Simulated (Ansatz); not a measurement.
# LiF (singlet): the correlation ladder, cc-pVTZ

One table from this session's results is given with a row withheld; the runs are named, their logs left out.

The runs use Ansatz 0.2.0, Gaussian basis; cc-pVTZ, core rule «outside noble gas», up to 2 orbitals frozen.

To be run: UHF; CCSD(T) on RHF; BCCD(T) on RHF; CISD; CCSDT(Q) on RHF; CCSDTQ on RHF.

20 further runs of the same task are left out: 11 for a known fault of the program, 9 set aside as unsound or not needed.

## The geometry

The geometry is an MP2(full)/6-31G* stationary point (not a proven minimum).

2 atoms, charge 0, spin multiplicity 1.

Atoms are counted from 1 here; the program's logs count them from 0.

Bond lengths: Li1–F2 1.567 Å.

As a file:

```xyz
2

Li    0.00000    0.00000    0.00000
F     0.00000    0.00000    1.56662
```

Set-up of the first run:

Input file in.yaml:

```yaml
crystal:
  periodic: [false, false, false]
  atoms:
    - {symbol: Li, position_ang: [0.000000, 0.000000, 0.000000]}
    - {symbol: F, position_ang: [0.000000, 0.000000, 1.566620]}
basis:
  gaussian: {orbitals: cc-pVTZ}
magnetization: {spin_polarized: true, initial_magnetization: 0}
hamiltonian: {xc: hf}
output: {orbitals: {seedname: orbitals}}
```

The run is started by

```sh
> ansatz run in.yaml --threads 1 --pin off --events-out ev --progress --plain --max-ram 8192MiB --backend cpu
```

Steps of the session up to this table: UHF; CCSD(T) on RHF; BCCD(T) on RHF; CISD; CCSDT(Q) on RHF; CCSDTQ on RHF.

One of the session's tables, all rows but one given; the rest of the session is left out.

| method | from RCCSDTQ (meV) |
| --- | --- |
| RHF | +7717.5 |
| RMP2 | +130.1 |
| CISD | ? |
| RCCSD | +215.2 |
| RCCSD(T) | +6.6 |
| BCCD(T) | +3.4 |
| RCCSDT | +6.7 |
| RCCSDT(Q) | -1.5 |
| RCCSDTQ | 0 |

**Question.** Estimate the row for CISD.

As computed: from RCCSDTQ (meV): +489.8. In the column «from RCCSDTQ (meV)» it lies between RCCSD (+215.2) and RHF (+7717.5).
